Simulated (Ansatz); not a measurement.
## Where CCSD(T) holds and where it slips

Each species is computed at the geometry given (Å), with frozen cores, in Ansatz 0.2.0: RHF-CCSD(T) for singlets, UHF-CCSD(T) otherwise, and full CI in the same basis. The program picks the determinant by a search with trial CCSD, so it needn't be the lowest Hartree–Fock solution. States: AlP⁺ quartet Σ⁻ or Δ, HB–AlH triplet A'', H2C–Li doublet B1. Cases whose determinant has another symmetry than full CI's state, or lies over 0.5 eV above the lowest of its kind, whose (Q) step broke down or whose higher cluster runs on it stay over 0.1 eV above full CI weren't drawn.

Question: Judging by size, spin and bonding and the diagnostics given, rank them by the size of CCSD(T)'s error in total energy against full CI in the same basis, smallest first (an estimate).
A. HB–AlH, triplet, 6-31G: B 0.000 -0.237 1.427; Al 0.000 0.116 -0.597; H 0.000 0.367 2.461; H 0.000 -0.943 -1.789. T1 0.049, (T) -73 meV in a correlation energy of -2.68 eV
B. AlP⁺, quartet, cc-pVDZ: Al 0.000 0.000 0.000; P 0.000 0.000 6.557. T1 0.005, (T) -28 meV in a correlation energy of -3.29 eV
C. H₂C–Li, doublet, 6-31G: C 0.000 0.000 1.123; Li 0.000 0.000 -2.463; H 0.000 0.876 1.788; H 0.000 -0.876 1.788. T1 0.068, (T) -43 meV in a correlation energy of -2.10 eV

Answer: B (9.8 meV), A (36.9 meV), C (53.8 meV).

```tsv
species	basis	correlated electrons	CCSD(T) − full CI (meV)	CCSDT(Q) − full CI (meV)	unpaired electrons (full CI)	T1	⟨S²⟩ of the determinant
AlP⁺, quartet	cc-pVDZ	7	9.8	0.2	3.07	0.005	3.75
HB–AlH, triplet	6-31G	8	36.9	1.4	2.05	0.049	2.05
H2C–Li, doublet	6-31G	7	53.8	-1.1	1.94	0.068	1.69
```

Unpaired electrons are Σ n²(2−n)² over natural occupations; an open shell counts its own unpaired electrons too. Frozen cores follow each run's orbitals, which moves totals by a few meV. No single determinant describes H2C–Li, doublet well, by full CI's occupations.
